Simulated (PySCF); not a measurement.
Atom-mapped SMILES (the numbers label the heavy atoms): `[CH3:1][C@@:2]1([C:3]#[N:4])[CH2:5][S:6]1`. Each H is labelled by its parent atom. Ha(C5) is pro-R; Hb(C5) is pro-S.

Geometry: GFN2-xTB; GIAO shifts from PySCF, gas phase, non-relativistic, averaged over equivalent atoms.

At PBE0/cc-pVDZ (113 basis functions, 8.6 s wall time on 1 thread of an Arm Neoverse V2, shared host):
```
 atoms  δ (ppm)
    C3    115.2
    C5     35.4
    C2     30.7
    C1     26.4
    N4    272.2
Hb(C5)     2.78
Ha(C5)     2.36
 H(C1)     1.67
```

Shifts are taken against calculated references (same method and geometry level): 13C (σref 199.12), 1H (σref 31.75) against TMS; 15N (σref 275.25) vs NH3.

Problem. Estimate the result of repeating the calculation with PBE0/pcSseg-1.

Solution. 
| atoms | δ at PBE0/pcSseg-1 | change |
| --- | --- | --- |
| C3 | 125.7 | +10.5 |
| C5 | 37.4 | +2.0 |
| C2 | 26.8 | -3.9 |
| C1 | 27.9 | +1.5 |
| N4 | 298.9 | +26.7 |
| Hb(C5) | 2.90 | +0.12 |
| Ha(C5) | 2.52 | +0.16 |
| H(C1) | 1.83 | +0.16 |

Referencing at the same level of theory: TMS for 13C (σ = 186.93 ppm) and 1H (σ = 31.72 ppm); NH3 for 15N (σ = 267.73 ppm).

The largest change is at N4 (nitrile nitrogen). Cost: 134 basis functions, 10 s wall time on 1 thread of an Arm Neoverse V2, shared host. The order of the carbon signals changes between the two levels.

Experimental scales use liquid or dissolved standards, which lie at an offset from isolated NH3 (liquid NH3: subtract about 20 ppm). Unscaled 15N shifts of sp2 nitrogen come out 20 to 40 ppm too high even then.
